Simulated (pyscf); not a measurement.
Thermochemistry of product channels of O=Si: (SMILES O=[Si]) [singlet] + NH₃ (SMILES N) on the singlet surface, in kJ/mol, from ωB97M-D3(BJ)/def2-TZVP energies (ideal gas, 1 atm, RRHO with modes under 100 cm⁻¹ raised to 100, one conformer, R ln 2 for rigid chiral ones). Structures and frequencies: ωB97X-D3(BJ)/def2-SVP in PySCF.

```json
[
 {"products": "H₂N–SiH=O (SMILES N[SiH]=O)", "ΔE": "[?]", "ΔH(298 K)": "-101.3", "ΔG(298 K)": "-61.9", "ΔG(1200 K)": "[?]"},
 {"products": "HN=Si=O (SMILES N=[Si]=O) + H₂ (SMILES [H][H])", "ΔE": "+174.5", "ΔH(298 K)": "+151.4", "ΔG(298 K)": "+155.6", "ΔG(1200 K)": "+151.1"},
 {"products": "H₂N–Si:–OH (SMILES N[Si]O) [singlet]", "ΔE": "[?]", "ΔH(298 K)": "-120.3", "ΔG(298 K)": "-82.1", "ΔG(1200 K)": "+24.7"}
]
```

Problem. Complete the blanks.

Solution. 
- H₂N–SiH=O (SMILES N[SiH]=O), ΔE: -98.6
- H₂N–SiH=O (SMILES N[SiH]=O), ΔG(1200 K): +50.5
- H₂N–Si:–OH (SMILES N[Si]O) [singlet], ΔE: -122.7

The channel to H₂N–SiH=O turns unfavourable between 298 and 1200 K (ΔG from -61.9 kJ/mol to +50.5 kJ/mol). The channel to H₂N–Si:–OH [singlet] turns unfavourable between 298 and 1200 K (ΔG from -82.1 kJ/mol to +24.7 kJ/mol).

These are energies of the channels, which say nothing of barriers.
